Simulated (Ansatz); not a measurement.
A cut through the energy surface

Si2H4O (SMILES O1[SiH2][SiH2]1), closed shell, at its PBE0-D4/def2-TZVP minimum:

O1  (-0.776, -0.465, 0.719)
Si2  (-0.601, -0.079, -0.922)
Si3  (0.787, 0.190, 0.750)
H4  (-0.612, -1.256, -1.826)
H5  (-1.547, 0.956, -1.406)
H6  (0.907, 1.433, 1.552)
H7  (1.843, -0.779, 1.132)
(Å)

The bond length Si2–H5 (1.483 Å at the minimum) is set to the values below, with the rest relaxed at PBE0-D4/def2-TZVP at each step. Each method's energies count from its own value at the PBE0-D4 minimum structure. Program: Ansatz 0.2.0. Basis: def2-TZVPP. Cores are frozen in the correlated methods. B3LYP uses VWN-RPA correlation.

CCSD(T) energies along the scan:
```csv
bond length (Å),CCSD(T) (eV)
1.216,0.945
1.279,0.489
1.371,0.121
1.478,0.000
1.596,0.108
1.724,0.390
1.859,0.783
2.002,1.237
2.151,1.705
```
They count from the CCSD(T) energy at the PBE0-D4 minimum.

Minimum and curvature along this coordinate at CCSD(T): A fifth-order fit through the nearest points gives 1.477 Å, with a curvature of about 18 eV/Å².

Largest difference from the CCSD(T) curve over the scan: r2SCAN-D4 0.051; B3LYP-D4 0.066; wB97M-V 0.071; HF 0.245 eV. Each curve counts from its own value at the minimum.

No T1 diagnostic of these runs exceeds 0.018. The restricted Hartree–Fock reference is unstable towards an unrestricted one at one or more of these structures.

For scale, one of the runs: CCSD(T)/def2-TZVPP, 171 basis functions, launched by `ansatz run in.yaml --threads 2 --pin off --events-out ev --progress --plain --max-ram 4352MiB`. Time: 22 s of wall clock on 2 CPU threads of an Arm Neoverse V2; the host was shared. Peak host memory: 1.3 GiB.
